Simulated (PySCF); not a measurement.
## NMR data sheet: 1,4-Dioxane

| Item | Value |
| --- | --- |
| Formula | C4H8O2 |
| SMILES | C1COCCO1 |
| InChI | InChI=1S/C4H8O2/c1-2-6-4-3-5-1/h1-4H2 |
| Point group of the computed structure | C2h |
| Degrees of unsaturation | 1 |
| Carbon signals | 1 |
| Proton signals | 1 |

Atom-mapped SMILES (the numbers label the heavy atoms): `[CH2:1]1[CH2:2][O:3][CH2:4][CH2:5][O:6]1`; H(Xn) means a hydrogen on atom n.

PySCF 2.14.0 with density-fitted response routines calculation with PBE0-D3(BJ)/def2-TZVP structure and shielding tensors at B97-2/pcSseg-2 (GIAO); fast rotation and ring inversion assumed for equivalent nuclei, isolated molecule, relativity neglected, one conformer.

Referencing at the same level of theory: TMS for $^{1}$H (σref 31.64), $^{13}$C (σref 185.38); $^{17}$O (σref 327.66) vs H2O.

| carbon | δC, type | δH (multiplicity) | HMBC from (2–3 bonds) | span of the C tensor (ppm) |
| --- | --- | --- | --- | --- |
| C1/C2/C4/C5 | 71.7, CH2 | 3.59 (s) | H(C1)/H(C2)/H(C4)/H(C5) | 54 |

Other nuclei:
| atoms | nucleus | environment | δ (ppm) | σ (ppm) |
| --- | --- | --- | --- | --- |
| O3/O6 | $^{17}$O | ether oxygen | 38.7 | 289.0 |

1. Carbon types of the structure: 4 × CH2, which accounts for all hydrogens.
2. δC 71.7: sp3 CH2 bonded to O; pulled downfield by the heteroatom.
3. δH 3.59: hydrogen on an sp3 CH2 bonded to O; its carbon carries O, which withdraws density.

Shifts are as computed. Against solution values, carbons near 30 ppm lie about +3 ppm off and those near 130 ppm about +7 ppm. Of 1211 compounds with measured shifts, 218 miss one by over three times the rms of a fit or turn the order of signals round; such compounds aren't used in these exercises. Experimental scales use liquid or dissolved standards, which lie at an offset from isolated H2O (liquid H2O: subtract about 36 ppm).
